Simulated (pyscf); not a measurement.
## Atom transfer: F–SiH(F)–O–SiH₃ + H atom (H•) → F–SiH•–O–SiH₃ + hydrogen fluoride (HF)

Gas phase, doublet surface, charge 0. Bonds broken: Si2–F10. Bonds formed: H5–F10. Structures and frequencies: ωB97X-D3(BJ)/def2-SVP in PySCF.

Transition state (Å):

```xyz
10

F      0.4114    -1.4424     1.7450
Si    -0.3151    -0.0498     1.3772
O     -0.1298     0.3810    -0.1820
Si    -0.8627    -0.0520    -1.6326
H     -1.9521    -0.1548     1.7505
H      0.3220     0.9867     2.2328
H     -0.0294     0.5268    -2.7178
H     -0.9147    -1.5313    -1.7627
H     -2.2326     0.5235    -1.6890
F     -2.0913    -1.0670     0.9435
```

One imaginary mode, 764i cm⁻¹; descent along it reached the two sides named.

| bond | change | reactant side (Å) | saddle | product side |
|---|---|---|---|---|
| Si2–F10 | breaks | 1.614 | 2.092 | 3.5 |
| H5–F10 | forms | 3.2 | 1.226 | 0.933 |

Electronic energies relative to the separated reactants (kcal/mol):

```csv
level,barrier,reaction energy,reverse barrier
ωB97X-D3(BJ)/def2-TZVP,40.4,+26.9,13.5
PBE/def2-TZVP,32.0,+21.9,10.1
r²SCAN/def2-TZVP,34.9,+24.9,10.0
B3LYP-D3(BJ)/def2-TZVP,37.2,+23.3,13.9
PBE0-D3(BJ)/def2-TZVP,37.5,+24.0,13.4
M06-2X/def2-TZVP,45.0,+27.2,17.9
ωB97M-D3(BJ)/def2-TZVP,41.4,+27.3,14.1
HF/def2-TZVP,64.3,+32.2,32.1
```

With ωB97M-D3(BJ)/def2-TZVP energies and thermal terms (ideal gas, 1 atm, RRHO with modes under 100 cm⁻¹ raised to 100, one conformer, R ln 2 for chiral ones without a mode under 150 cm⁻¹), in kcal/mol:

```csv
T (K),ΔH‡,ΔG‡,ΔH,ΔG
298,42.2,49.5,+30.3,+26.9
600,41.5,57.1,+29.6,+23.6
900,41.0,65.1,+28.8,+20.8
1200,40.6,73.1,+27.8,+18.3
```

At the saddle there is also a short H–Si contact that neither side keeps. This saddle turned up in a search for another step; its sides and bond changes are read from the two ends of the descent. The same reactants have a lower exit, to F–Si•(F)–O–SiH₃ + H₂ (barrier +8.3 kcal/mol at ωB97M-D3(BJ)/def2-TZVP, against +41.4 kcal/mol here). This is the saddle that the search found; another between the same sides may lie lower. The angle at the transferred F is 54°: a side-on saddle, likely not the lowest.
